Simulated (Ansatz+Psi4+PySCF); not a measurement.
# doublet LiHO(+): levels of theory in one basis

```xyz
3

Li    0.0000    0.0000    0.0001
O     0.0000    0.0000    1.5795
H     0.0000    0.0000    2.5304
```

Basis set: cc-pVTZ on H, O; cc-pCVTZ on Li (spherical functions). Frozen core: 1 orbital. Correlation on ROHF uses semicanonical orbitals with singles. Charge 1, multiplicity 2.

Computed with Ansatz (development build ahead of 0.2.0) and Psi4 1.11; each method stands on the lowest determinant of its kind that the runs found.

```
  method  E − E(ROHF) (eV)  <S²> of the determinant
    ROHF              0.00                     0.75
     UHF             -0.13                     0.76
ROHF-MP2             -6.53                        –
 UHF-MP2             -6.52                     0.76
```
